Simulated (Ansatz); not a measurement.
Geometry optimisation, RKS B3LYP/def2-SVP (Ansatz 0.2.0).

The input (input.yaml):

```yaml
crystal:
  periodic: [false, false, false]
  atoms:
    - { symbol: Si, position_ang: [-0.069112, 0.140274, 0.185066] }
    - { symbol: "N", position_ang: [-0.030335, 0.079412, 1.979284] }
    - { symbol: H, position_ang: [-0.93556, 0.014708, 2.442506] }
    - { symbol: H, position_ang: [0.518035, 0.809734, 2.430834] }
    - { symbol: H, position_ang: [1.333457, 0.221405, -0.289332] }
    - { symbol: H, position_ang: [-0.800298, 1.343209, -0.33159] }
    - { symbol: H, position_ang: [-0.78614, -1.06609, -0.296514] }
    - { symbol: Cl, position_ang: [1.628468, -2.654294, 0.878818] }
    - { symbol: H, position_ang: [1.098686, -1.858258, 1.814227] }
basis:
  gaussian: { orbitals: def2-SVP }
hamiltonian:
  xc: b3lyp
relax:
  f_tol: 0.03
  max_steps: 50
```

Launched with:

```bash
$ ansatz run input.yaml --threads 1 --pin off --max-ram 2048MiB --backend cpu --events-out ev --progress --plain --runs-dir out
```

Question: Where does it end, and by what steps?

Answer: It converged. The force dipped under the threshold on the way, but the program's further checks kept it going. After 9 steps the energy has fallen by 0.216 eV; Cl8 moved furthest, 0.85 Å.

| step | energy less start (eV) | largest force component (eV/Å) | accepted |
| --- | --- | --- | --- |
| 0 | 0.0000 | 0.771 | yes |
| 1 | -0.0763 | 0.802 | yes |
| 2 | -0.1466 | 0.423 | yes |
| 3 | -0.1891 | 0.306 | yes |
| 4 | -0.2084 | 0.222 | yes |
| 5 | -0.1924 | 0.335 | no |
| 6 | -0.2134 | 0.097 | yes |
| 7 | -0.2143 | 0.060 | yes |
| 8 | -0.2159 | 0.010 | yes |
| 9 | -0.2161 | 0.024 | yes |

```xyz
9
Properties=species:S:1:pos:R:3
Si -0.152 0.285 0.076
N 0.090 -0.110 1.783
H -0.750 -0.313 2.326
H 0.673 0.533 2.320
H 1.196 0.424 -0.533
H -0.916 1.551 -0.150
H -0.908 -0.844 -0.528
Cl 1.704 -2.818 1.709
H 1.021 -1.679 1.810
```

Time of the run: 25 s on 1 thread of Arm Neoverse V2 (shared host), peak memory 0.15 GiB.
